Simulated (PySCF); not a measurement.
Gas-phase reaction: AlH₃.NH₃ + C₂H₂ (acetylene) = Al(CH₃)₂NH₂

Computed with PySCF and rigid-rotor harmonic-oscillator thermochemistry at 1 bar. † marks an energy on the PBE0/def2-TZVP geometry and frequencies; other levels use their own. All species are closed-shell singlets. B3LYP is the form with VWN-RPA correlation. Adducts (AlH₃.NH₃) have no counterpoise correction, and HF, PBE, BLYP, B3LYP and PBE0 lack dispersion. Methyl groups turn as free rotors in Al(CH₃)₂NH₂. AlH₃.NH₃, Al(CH₃)₂NH₂: computed as isolated molecules; such fragments, hydroxides, amides, oligomers or adducts are transient or little studied in the gas. The harmonic model lacks anharmonicity and excited electronic states, which grow with temperature; levels with a mode under 35 cm⁻¹ are left out.

| level | ΔE electronic, kJ | ΔH°(298 K), kJ | ΔS°(298 K), J/K | ΔG°(2000 K), kJ |
|---|---|---|---|---|
| B3LYP/def2-TZVP† | -349 | -325 | -126 | -59 |
| PBE/def2-TZVP† | -372 | -348 | -126 | -81 |
| PBE0/def2-TZVP | -383 | -359 | -126 | -93 |
| LDA/def2-TZVP† | -415 | -391 | -126 | -124 |
| ωB97M-V/def2-TZVP† | -365 | -342 | -126 | -75 |
ΔH° is lowest at LDA/def2-TZVP† and highest at B3LYP/def2-TZVP†. No reference value is set beside these.
